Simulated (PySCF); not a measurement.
Gas-phase reaction: 2 SiHF + 2 H ⇌ SiH₄ + SiF₂

Energies from PySCF (xtb for GFN2), thermal terms from the rigid-rotor harmonic-oscillator model, ideal gas at 1 bar. † marks an energy on the PBE0/def2-TZVP geometry and frequencies; other levels use their own. MP2 freezes the core. 6-31G* has spherical d functions here. Open shells (unrestricted): H (multiplicity 2); the rest are closed-shell singlets. GFN2 has no spin-polarisation term. B3LYP is the form with VWN-RPA correlation. SiHF: computed as isolated molecules; such fragments, hydroxides, amides, oligomers or adducts are transient or little studied in the gas. MP2 isn't extrapolated to the basis-set limit; its ΔH°(298 K) is -693.8 kJ in def2-SVP and -714.6 kJ in def2-TZVPP. The harmonic model lacks anharmonicity and excited electronic states, which grow with temperature; levels with a mode under 35 cm⁻¹ are left out.

| level | ΔE electronic, kJ | ΔH°(298 K), kJ | ΔS°(298 K), J/K | ΔG°(1200 K), kJ |
|---|---|---|---|---|
| B3LYP/6-31G* | -764 | -725 | -246 | -414 |
| GFN2-xTB | -799 | -763 | -245 | -455 |
| HF/def2-TZVP† | -659 | -620 | -246 | -310 |
| MP2/def2-SVP† | -732 | -694 | -246 | -383 |
| PBE/def2-SVP | -742 | -705 | -245 | -396 |
| PBE0/def2-SVP† | -752 | -713 | -246 | -403 |
| PBE0/def2-TZVP | -755 | -716 | -246 | -406 |
| ωB97M-V/def2-TZVP† | -759 | -720 | -246 | -409 |
ΔH° is lowest at GFN2-xTB and highest at HF/def2-TZVP†. No reference value is set beside these.
